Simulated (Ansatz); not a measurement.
The inner images of a band of BFH2 + H3P (8 atoms, charge 0, multiplicity 1) are given out of order.

Computed with RKS B3LYP-D4/def2-SVP (Ansatz).

First end point:

```xyz
8
Properties=species:S:1:pos:R:3
B 0.009 0.380 -0.055
H -0.224 0.784 1.059
H 1.118 0.263 -0.518
F -1.018 0.079 -0.830
P 0.230 -3.016 1.110
H -0.727 -2.602 0.133
H 1.334 -2.478 0.380
H 0.062 -1.833 1.898
```

Last end point:

```xyz
8
Properties=species:S:1:pos:R:3
B 0.273 -0.742 -0.301
H -0.681 0.799 2.200
H 1.278 -0.078 -0.411
F -0.886 -0.159 -0.573
P 0.321 -2.530 0.395
H -0.706 -3.102 -0.409
H 1.430 -2.978 -0.377
H -0.244 0.369 2.652
```

Q: Put them in order from the first end to the last, with their energies above the first end.
A.
```xyz
8
Properties=species:S:1:pos:R:3
B 0.112 -0.293 0.210
H -0.273 0.369 1.280
H 1.250 0.066 0.066
F -0.814 -0.223 -0.779
P 0.391 -2.362 0.939
H -0.821 -2.770 0.307
H 1.179 -2.504 -0.237
H -0.240 -0.706 1.392
```
B.
```xyz
8
Properties=species:S:1:pos:R:3
B 0.083 -0.005 0.193
H -0.332 0.512 1.213
H 1.265 0.051 -0.025
F -0.786 -0.223 -0.803
P 0.349 -2.494 1.066
H -0.847 -2.784 0.349
H 1.127 -2.402 -0.132
H -0.074 -1.078 1.316
```
C.
```xyz
8
Properties=species:S:1:pos:R:3
B 0.259 -0.666 -0.240
H -0.520 0.676 2.033
H 1.245 0.031 -0.305
F -0.895 -0.139 -0.625
P 0.350 -2.433 0.511
H -0.750 -3.019 -0.179
H 1.378 -2.896 -0.362
H -0.283 0.025 2.345
```
D.
```xyz
8
Properties=species:S:1:pos:R:3
B 0.260 -0.612 -0.109
H -0.389 0.543 1.791
H 1.221 0.121 -0.082
F -0.852 -0.161 -0.672
P 0.402 -2.402 0.616
H -0.791 -2.927 0.040
H 1.279 -2.808 -0.433
H -0.345 -0.178 2.026
```
E.
```xyz
8
Properties=species:S:1:pos:R:3
B 0.020 0.367 0.011
H -0.386 0.771 1.073
H 1.187 0.308 -0.292
F -0.872 0.009 -0.896
P 0.281 -2.944 1.147
H -0.842 -2.760 0.284
H 1.221 -2.544 0.148
H 0.175 -1.629 1.701
```
F.
```xyz
8
Properties=species:S:1:pos:R:3
B 0.208 -0.533 0.074
H -0.298 0.405 1.496
H 1.214 0.139 0.063
F -0.816 -0.183 -0.715
P 0.409 -2.368 0.766
H -0.813 -2.843 0.203
H 1.222 -2.676 -0.358
H -0.341 -0.363 1.648
```
G.
```xyz
8
Properties=species:S:1:pos:R:3
B 0.061 0.233 0.111
H -0.390 0.662 1.146
H 1.241 0.178 -0.131
F -0.791 -0.095 -0.850
P 0.326 -2.745 1.121
H -0.875 -2.841 0.356
H 1.126 -2.446 -0.024
H 0.087 -1.368 1.448
```

A: E (+0.1 kcal/mol), G (+1.4 kcal/mol), B (+10.1 kcal/mol), A (+27.7 kcal/mol), F (+14.0 kcal/mol), D (+6.2 kcal/mol), C (+3.3 kcal/mol).

The run took 7 min on 1 thread of Arm Neoverse V1, on a shared host, peak memory 0.13 GiB.
